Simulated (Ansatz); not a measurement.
H₃OSi, SMILES [O][SiH3]: a ladder of basis sets, run with Ansatz 0.2.0, Python API.

`h3osi.xyz`
```text
5

O    -1.41661    0.26785    0.69021
Si   -0.06585    0.00784    0.01987
H    -0.12065   -0.24240   -1.44749
H     0.68589   -1.15926    0.57293
H     0.91721    1.12596    0.16448
```

Script `h3osi_basis.py`:
```python
'''Basis-set convergence for H3OSi.'''

import ansatz


def main() -> None:
    geometry = ansatz.Crystal.molecule_from_extxyz('h3osi.xyz')

    model = (
        geometry.calculation()
        .functional('B3LYP')
        .spin('collinear', total=1)
    )

    energies = {}
    for basis in ['cc-pVDZ', 'cc-pVTZ']:
        r = model.basis(gaussian=basis).run(threads=1, backend='cpu').report
        size = r['n_frozen'] + r['n_occupied'][0] + r['n_virtual'][0]
        energies[basis] = (r['reference_energy_ev'] / 27.211386246, r['free_energy_ev'] / 27.211386246)
        print(f'{basis:14s} {size:4d} orbitals  reference {energies[basis][0]:14.6f} Ha  total {energies[basis][1]:14.6f} Ha')

    last = energies['cc-pVTZ'][1]
    for basis, (_, total) in energies.items():
        print(f'{basis:14s} lies {27.211386 * (total - last):9.4f} eV above cc-pVTZ')


if __name__ == '__main__':
    main()
```

How far does the total energy move along this ladder of basis sets?

Against cc-pVDZ: cc-pVTZ -58.0 mHa. The last step alone is -57.96 mHa. From the first set to the last the time grows from 2.1 to 4.8 s.

What the script printed:

`python h3osi_basis.py` gives:
```text
cc-pVDZ          47 orbitals  reference    -366.454163 Ha  total    -366.454163 Ha
cc-pVTZ         106 orbitals  reference    -366.512123 Ha  total    -366.512123 Ha
cc-pVDZ        lies    1.5772 eV above cc-pVTZ
cc-pVTZ        lies    0.0000 eV above cc-pVTZ
```

The drop along the ladder measures the basis error, and is no property of the molecule. The geometry is a force-field or estimated start, not a minimum of this method, and the last set is no limit. Much of the fall in a total is atomic energy, which cancels in bond and reaction energies. The species is open-shell (spin multiplicity 2). b3lyp holds the VWN-RPA fit, as in Gaussian; the form of ORCA and Turbomole is b3lyp5. For Al to Cl the sets with a tight d function, cc-pV(X+d)Z, are usual. Run time: 7.9 s on 1 thread of Intel(R) Xeon(R) Processor @ 2.30GHz (shared host), peak memory 0.32 GiB.
